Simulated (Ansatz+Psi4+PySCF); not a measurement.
## doublet H₄O₂(+) in separate pieces: levels of theory in one basis

```yaml
atoms:
  - { symbol: O, position_ang: [0.1193, 0.0000, -2.0000] }
  - { symbol: H, position_ang: [-0.4770, 0.7632, -2.0000] }
  - { symbol: H, position_ang: [-0.4770, -0.7632, -2.0000] }
  - { symbol: O, position_ang: [-0.1193, 0.0000, 2.0000] }
  - { symbol: H, position_ang: [0.4770, -0.7632, 2.0000] }
  - { symbol: H, position_ang: [0.4770, 0.7632, 2.0000] }
```

Basis set: cc-pVTZ (spherical functions). Left uncorrelated: 2 orbitals. Correlation on ROHF uses semicanonical orbitals with singles. Charge 1, multiplicity 2.

Computed with Ansatz (development build ahead of 0.2.0); each method stands on the lowest determinant of its kind that the runs found.

```
  method  E − E(ROHF) (eV)  <S²> of the determinant
    ROHF              0.00                     0.75
     UHF             -0.15                     0.76
ROHF-MP2            -12.67                        –
 UHF-MP2            -12.66                     0.76
```

Task: Is a single determinant a sound starting point here?

Result: Only with care. Unrestricted orbitals gain 0.15 eV and <S²> is 0.76 against 0.75 for a pure state, but several determinants compete.

Caution: the charge can sit on one fragment and break the point group; the determinant breaks the point group. Caution for ROHF-MP2, UHF-MP2: MP2 on this radical cation hangs on the determinant chosen; another reference gives a lower total.
